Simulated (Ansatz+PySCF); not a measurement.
# singlet C₄H₈: levels of theory in one basis

```xyz
12

C    -0.0091   -0.0461   -1.4764
C     0.0301   -0.0167   -0.0847
C     0.0290    1.2639    0.6370
C    -0.0446   -1.2532    0.6916
H     0.0237   -0.8913   -2.0163
H    -0.0445    0.9500   -2.0140
H     0.0418    2.1471    0.0571
H    -0.8633    1.3609    1.3144
H     0.8376    1.3362    1.3237
H    -0.0436   -2.1556    0.0576
H     0.8980   -1.3235    1.3844
H    -0.9233   -1.3190    1.3668
```

Basis set: def2-SVP (spherical functions). Left uncorrelated: 4 orbitals. Charge 0, multiplicity 1.

Computed with Ansatz (development build ahead of 0.2.0); each method stands on the lowest determinant of its kind that the runs found. NEVPT2 correlates all electrons. Active spaces start from the frontier orbitals, and the lowest solution found is given.

```
        method  E − E(RHF) (eV)  <S²> of the determinant
           RHF             0.00                     0.00
           UHF            -0.02                     0.17
       RHF-MP2           -15.38                        –
   CASSCF(2,2)            -0.81                        –
SC-NEVPT2(2,2)           -15.79                        –
```

Task: What does UHF-MP2 give on the same scale?

Result: -15.12 eV.

Task: Is a single determinant a sound starting point here?

Result: Only with care. Unrestricted orbitals gain 0.02 eV and <S²> is 0.17 against 0.00 for a pure state, so spin symmetry breaks but gains little energy; restricted orbitals can still serve. The CASSCF(2,2) natural occupations are 1.90, 0.10.

Caution for UHF, UHF-MP2: the unrestricted determinant is spin contaminated. Caution for UHF-MP2: another reference gives a lower total.
